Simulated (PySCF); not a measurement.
1,3,5-Triazine, C₃H₃N₃, SMILES c1ncncn1, point group D3h.

Level: PBE0/pcSseg-1 in PySCF (density fitting, grid level 2); geometry and Hessian at that level, cubic constants and property derivatives from steps of ±0.6 along each species' dimensionless normal coordinates, second-order vibrational perturbation theory. The parent has the commonest isotopes.

Equilibrium geometry (Å):

```tsv
atom	x	y	z
C1	1.1911	-0.5041	0.0044
N2	0.1694	-1.3534	-0.0347
C3	-1.0249	-0.7701	-0.0490
N4	-1.2499	0.5397	-0.0277
C5	-0.1481	1.2821	0.0110
N6	1.0986	0.8217	0.0289
H7	2.1936	-0.9326	0.0177
H8	-1.8969	-1.4239	-0.0811
H9	-0.2786	2.3645	0.0298
```

Q: How much do zero-point and thermal motion change the parent's shieldings?

A: 
| atom | σe (ppm) | anharmonic part, 0 K | harmonic part, 0 K | Δσ at 0 K | Δσ at 500 K | Δσ at 700 K |
| --- | --- | --- | --- | --- | --- | --- |
| C1 | 11.68 | -1.38 | -1.62 | -3.00 | -3.04 | -3.25 |
| N2 | -56.10 | -2.98 | -4.94 | -7.92 | -7.46 | -7.85 |
| H7 | 22.11 | -0.13 | -0.31 | -0.44 | -0.45 | -0.47 |

Q: And the bond lengths, in the parent and with ²H at 7?

A: 
```
 bond  re (Å)  ⟨r⟩ at 0 K  between mean positions  ⟨r⟩, labelled
C1–N2  1.3292      1.3360                  1.3336         1.3359
C1–H7  1.0903      1.1111                  1.0956         1.1056
```

Q: What are the dipole moments?

A: 0.000 D at equilibrium; averaged at 0 K: parent 0.000 D; ²H at 7 0.005 D. Measured: 0 D (NIST CCCBDB Release 22 (SRD 101), experimental dipoles).

The study (145 SCF points, 117 basis functions) took 26 min on 1 thread of Intel Xeon Platinum 8259CL @ 2.50GHz, on a host shared with other jobs (rough), peak memory 0.55 GiB, launched as `OMP_NUM_THREADS=1 python ens_run.py task.json out`.
